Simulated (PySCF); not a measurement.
## OF: frontier orbitals

UHF at R = 1.341 Å; basis O 6-31G(d,p), F 6-31G(d,p); no relativity; PySCF 2.14. State: ²Π (doublet), unpaired electrons π ↑. Only the outer orbitals are listed, counted within each symmetry.

```csv
spin,orbital,occ.,ε (eV),on O (%),main shells (%)
α,3σ,1,-46.96,26,"71 F s, 23 O s"
α,4σ,1,-35.90,68,"67 O s, 26 F s"
α,1π,1,-22.43,54,"54 O p, 46 F p"
α,1π,1,-21.19,33,"66 F p, 33 O p"
α,5σ,1,-19.95,48,"49 F p, 41 O p"
α,2π,1,-17.19,46,"54 F p, 46 O p"
α,2π,1,-15.53,67,"67 O p, 33 F p"
α,6σ,0,6.28,59,"56 O p, 41 F p"
β,3σ,1,-46.21,15,"82 F s, 12 O s"
β,4σ,1,-32.25,72,"72 O s, 16 F s, 12 F p"
β,1π,1,-20.85,24,"75 F p, 24 O p"
β,5σ,1,-19.57,45,"54 F p, 33 O p, 12 O s"
β,1π,1,-19.11,6,94 F p
β,2π,1,-14.52,76,"76 O p, 24 F p"
β,2π,0,2.46,94,94 O p
β,6σ,0,7.28,71,"66 O p, 30 F p"
```

Q: Which are the highest filled and the lowest empty level, where do they sit, and how wide is the gap?

A: Highest filled β 2π at -14.52 eV (in %: 76 O p, 24 F p); lowest empty β 2π at 2.46 eV (in %: 94 O p); the gap at UHF is 16.98 eV. Both belong to one degenerate shell, split only by its one-sided filling, so this is no excitation gap. An empty level above zero is unbound, and its energy depends on the basis.

```
bond order (Mayer)                             : 0.98
⟨S²⟩                                           : 0.765
charge on O (Mulliken, basis-dependent)        : 0.20
charge on O (Löwdin, basis-dependent)          : 0.08
dipole moment (positive dipole means O(−)F(+)) : -0.35 D
polarisability along the bond                  : 10.4 bohr³
polarisability across the bond                 : 3.4 bohr³
```

The state is the lowest determinant that a PBE0 search found; another state may lie lower at other levels.
